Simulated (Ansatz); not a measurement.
# Magnesium, hcp under LDA: how the plane-wave cutoff moves the result

Aim: find which plane-wave cutoff is enough for energy and pressure. The geometry was relaxed under LDA beforehand and stays fixed; 9 values are run, from 150 to 800 eV. Wanted are the values from which on the energy stays within 10 and 1 meV/atom, and the pressure within 0.5 GPa, of the last run. Within the series other settings stay, but some runs also write fields, which adds to their time. Spin polarisation is left out.

Method: DFT LDA, plane waves with PAW, scalar-relativistic, in Ansatz 0.2.0.

### Step 1. Starting point

It takes space group P6_3/mmc (No. 194, hexagonal). The conventional cell has a = 3.133 Å, b = 3.133 Å, c = 5.085 Å, α = 90.00°, β = 90.00°, γ = 120.00°. Mg (site symmetry -6m2) is surrounded by 12 Mg at 3.12 to 3.13 Å.

Coordinates:

```
Mg
1.0
     3.13250    0.00000    0.00000
    -1.56625    2.71283    0.00000
     0.00000    0.00000    5.08489
Mg
2
Direct
  0.33333 0.66667 0.25000
  0.66667 0.33333 0.75000
```

### Step 2. The usual settings first

File input.yaml:

```yaml
crystal:
  lattice:
    - [3.1325008903, 0.0, 0.0]
    - [-1.5662504451, 2.7128253484, 0.0]
    - [0.0, 0.0, 5.0848940941]
  atoms:
    - { symbol: Mg, position: [0.3333333333, 0.6666666667, 0.25] }
    - { symbol: Mg, position: [0.6666666667, 0.3333333333, 0.75] }
hamiltonian:
  xc: lda
  pseudopotentials:
    kind: paw
    azcp:
      Mg: "pseudopotentials/Mg.paw.azcp"
basis:
  ecutwfc: 420
  fft_grid_basis: typed
kpoints:
  mp_grid: { grid: [19, 19, 10], shift: [0, 0, 0] }
magnetization:
  spin_polarized: false
scf:
  occupations: { method: fermi_dirac, width: 0.1 }
  lower_state_search: "off"
output:
  stress: true
  write_density: true
  write_potential: true
  elf: true
  volumetric_format: npy
```

Launch:

```
$ ansatz run input.yaml --threads 2 --pin off --max-ram 5120MiB --backend cpu --events-out ev --progress --plain --runs-dir out
```

### Step 3. With a cutoff of 150 eV

The run at 150 eV.

Edit input.yaml of step 2 so:

```diff
@@ -15,6 +15,6 @@
 basis:
-  ecutwfc: 420
+  ecutwfc: 150
   fft_grid_basis: typed
 kpoints:
-  mp_grid: { grid: [19, 19, 10], shift: [0, 0, 0] }
+  mp_grid: { grid: [12, 12, 6], shift: [0, 0, 0] }
 magnetization:
@@ -26,5 +26 @@
   stress: true
-  write_density: true
-  write_potential: true
-  elf: true
-  volumetric_format: npy
```

### Step 4. With a cutoff of 200 eV

The run at 200 eV.

Edit input.yaml of step 3 so:

```diff
@@ -15,3 +15,3 @@
 basis:
-  ecutwfc: 150
+  ecutwfc: 200
   fft_grid_basis: typed
```

### Step 5. With a cutoff of 250 eV

The run at 250 eV.

Edit input.yaml of step 4 so:

```diff
@@ -15,3 +15,3 @@
 basis:
-  ecutwfc: 200
+  ecutwfc: 250
   fft_grid_basis: typed
```

### Step 6. With a cutoff of 300 eV

The run at 300 eV.

Edit input.yaml of step 5 so:

```diff
@@ -15,3 +15,3 @@
 basis:
-  ecutwfc: 250
+  ecutwfc: 300
   fft_grid_basis: typed
```

### Step 7. With a cutoff of 350 eV

The run at 350 eV.

Edit input.yaml of step 6 so:

```diff
@@ -15,3 +15,3 @@
 basis:
-  ecutwfc: 300
+  ecutwfc: 350
   fft_grid_basis: typed
```

### Step 8. With a cutoff of 420 eV

The run at 420 eV.

Edit input.yaml of step 7 so:

```diff
@@ -15,3 +15,3 @@
 basis:
-  ecutwfc: 350
+  ecutwfc: 420
   fft_grid_basis: typed
```

### Step 9. With a cutoff of 500 eV

The run at 500 eV.

Edit input.yaml of step 8 so:

```diff
@@ -15,3 +15,3 @@
 basis:
-  ecutwfc: 420
+  ecutwfc: 500
   fft_grid_basis: typed
```

### Step 10. With a cutoff of 600 eV

The run at 600 eV.

Edit input.yaml of step 9 so:

```diff
@@ -15,3 +15,3 @@
 basis:
-  ecutwfc: 500
+  ecutwfc: 600
   fft_grid_basis: typed
@@ -26 +26,5 @@
   stress: true
+  write_density: true
+  write_potential: true
+  elf: true
+  volumetric_format: npy
```

### Step 11. With a cutoff of 800 eV

The run at 800 eV.

Edit input.yaml of step 10 so:

```diff
@@ -15,3 +15,3 @@
 basis:
-  ecutwfc: 600
+  ecutwfc: 800
   fft_grid_basis: typed
@@ -26,5 +26 @@
   stress: true
-  write_density: true
-  write_potential: true
-  elf: true
-  volumetric_format: npy
```

(Steps that only read results are left out.)

Q: Predict the outcome of this session.

**Answer**, as computed:

```
                                                                     quantity                                value
                                  E(σ → 0) stays within 10 meV/atom of 800 eV                       from 350 eV on
                                             E(σ → 0) stays within 1 meV/atom                       from 420 eV on
                                                pressure stays within 0.5 GPa                       from 250 eV on
                                                           pressure at 800 eV                             0.05 GPa
                                              CPU time, dearest over cheapest                                  6.2
run at the usual settings (mesh 19×19×10 against the series' 12×12×6, 420 eV)  +3.5 meV/atom from 800 eV, 0.07 GPa
```

What this shows: The far end, 150 eV, lies +15184 meV/atom and +4.2 GPa from the yardstick. Each step up in cutoff lowers the energy. Total energies within 1 meV/atom need 420 eV; differences between like structures often settle sooner. The cell taken over is 7 % smaller than the measured one (23.24 Å³/atom, COD).
